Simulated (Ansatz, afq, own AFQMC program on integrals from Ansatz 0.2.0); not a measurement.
# BN2H, triplet: AFQMC among the cluster methods

```xyz
4

B     0.0000    0.0000   -0.5245
N     0.0000    0.0000   -1.9235
N     0.0000    0.0000    0.7274
H     0.0000    0.0000    1.7207
```

Connectivity, by distances: N–B–NH.

Basis cc-pVDZ. Only valence electrons are correlated. Ansatz 0.2.0 and our own AFQMC program on the same integrals; the CISD trial comes from CCSD amplitudes, and released means the phaseless constraint is let go. ± is one standard error of the sampling.

Determinant: UHF, the one that the program's search chose, which needn't be the lowest solution. The geometry is a point of a scan.

No full CI on the walks' own integrals is used here; CCSDT(Q) serves as the reference and is uncertain by about the last step of the cluster series.

Cautions: lower spins were not checked; unrestricted determinant spin contaminated (⟨S²⟩ 2.11 against 2.00); the released energies have errors that jump between times, so the bars are unsure, so no released level is given (meV from the phaseless value at times in 1/Eh: -36 ± 24 at 0.24, -21 ± 5 at 0.51, -27 ± 5 at 0.99, -28 ± 6 at 1.62, -34 ± 10 at 2.40), though the last usable value meets CCSDT(Q) within the noise; the ph-AFQMC/CISD walk drifts between its halves (2.4 errors).

The T1 diagnostic is 0.0304. The weight of the determinant in the CISD state is 0.849, the ⟨S²⟩ of the determinant is 2.113 and the size of the correlated space is 14 electrons in 44 orbitals.

Reference: CCSDT(Q), correlation energy -10.277 eV.

```csv
level,E − E(reference) (mEh),share of correlation (%)
HF,377.66,0.00
MP2,47.40,87.45
CCSD,16.30,95.68
CCSD(T),3.15,99.17
CCSDT,1.50,99.60
ph-AFQMC/HF,3.07 ± 1.08,99.19
ph-AFQMC/CISD,1.67 ± 0.22,99.56
```

A walk keeps the symmetry of its determinant, which the program's search chose and which needn't be the lowest solution, so a lower state of the same spin and another symmetry isn't excluded.
